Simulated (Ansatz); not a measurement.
# CH4NO (charge +1): molecular dynamics

Purpose: to follow the molecule's vibrations and see whether its bonds hold. The start is relaxed first. Runs: 600 steps of 0.5 fs at constant energy, with velocities drawn for 300 K. SMILES of the start: N[CH+]O.

All numbers below are computed with Ansatz 0.2.0 (RHF/def2-SVP).

## (1) The structure to begin with

Bond lengths: N1–C2 1.293 Å, C2–O3 1.264 Å, N1–H4 1.018 Å, N1–H5 1.015 Å, C2–H6 1.093 Å, O3–H7 0.979 Å. Angles: N1–C2–O3 126.8°, N1–C2–H6 119.1°, O3–C2–H6 114.1°, C2–N1–H4 122.7°, C2–N1–H5 121.4°, H4–N1–H5 115.9°, C2–O3–H7 118.8°.

Coordinates:

```xyz
7

N    -0.7990    0.0979   -0.3184
C     0.3105    0.3403    0.3004
O     1.3087   -0.4299    0.3944
H    -0.9752   -0.7774   -0.8081
H    -1.5514    0.7783   -0.3416
H     0.4370    1.2992    0.8087
H     1.2694   -1.3084   -0.0354
```

## (2) Preparing the start

input.yaml reads:

```yaml
crystal:
  periodic: [false, false, false]
  atoms:
    - { symbol: "N", position_ang: [-0.79903, 0.09791, -0.31841] }
    - { symbol: C, position_ang: [0.31046, 0.34027, 0.30035] }
    - { symbol: O, position_ang: [1.30873, -0.42988, 0.39436] }
    - { symbol: H, position_ang: [-0.97525, -0.77742, -0.80805] }
    - { symbol: H, position_ang: [-1.55136, 0.77829, -0.34158] }
    - { symbol: H, position_ang: [0.43703, 1.29919, 0.80869] }
    - { symbol: H, position_ang: [1.26942, -1.30837, -0.03536] }
total_charge: 1
basis:
  gaussian: { orbitals: def2-SVP }
hamiltonian:
  xc: hf
relax:
  f_tol: 0.02
  max_steps: 40
scf:
  lower_state_search: "off"
output:
  orbitals: {}
```

Started as:

```console
> ansatz run input.yaml --threads 1 --pin off --max-ram 2048MiB --backend cpu --events-out ev --progress --plain --runs-dir out
```

The runs that follow: The run.

What does the calculation give? Wanted: relaxation of the start; temperature, first and last step; temperature, second half; potential energy, second half; largest change of the total energy; bonds formed or broken.

**Answer**, as computed:

```
                          quantity                         value
           relaxation of the start       4 moves, 0.027 eV lower
                            length           600 steps of 0.5 fs
  temperature, first and last step                 300 and 248 K
          temperature, second half  mean 150 K, from 39 to 264 K
     potential energy, second half   +14 meV/atom from the start
largest change of the total energy                 0.55 meV/atom
            bonds formed or broken                             0
```

**Reading.** The temperature starts at 300 K and averages 150 K in the second half, where it ranges from 39 to 264 K. About half is expected from a start at a minimum: kinetic energy passes into potential energy until both shares match. The total energy strays from its start by at most 0.55 meV/atom, 4.0 % of the mean kinetic energy, fair for a step of 0.5 fs. The bonding pattern survives the run. 300 fs on 7 atoms is far too short and small for converged averages. The nuclei move classically, without zero-point motion, which matters most for hydrogen.
